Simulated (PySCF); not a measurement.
Protons, H atoms and electrons added to or taken from CC#C. Isolated molecules, 0 K electronic values unless said otherwise. Strings in code marks are SMILES.

The dipole moment from two functionals at the same geometries (B3LYP-D3(BJ)/def2-TZVP), both in PySCF: PBE-D3(BJ)/def2-TZVP and B3LYP-D3(BJ)/def2-TZVP. B3LYP has the VWN-RPA correlation part, as in Gaussian. 

```csv
species,PBE-D3(BJ)/def2-TZVP (D)
neutral parent (`C#CC`),0.86
H atom removed from C1 (`[C]#CC`),2.77
H atom removed from C3 (`C#C[CH2]`),0.09
```

What does B3LYP-D3(BJ)/def2-TZVP give for each?


- neutral parent (`C#CC`): 0.82
- H atom removed from C1 (`[C]#CC`): 3.14
- H atom removed from C3 (`C#C[CH2]`): 0.09
Over these rows, drawn at random from the members with no instability flagged (it was tested for open shells, ions and some series alone), PBE minus B3LYP-D3(BJ): mean -0.11 D, from -0.37 D to +0.04 D.
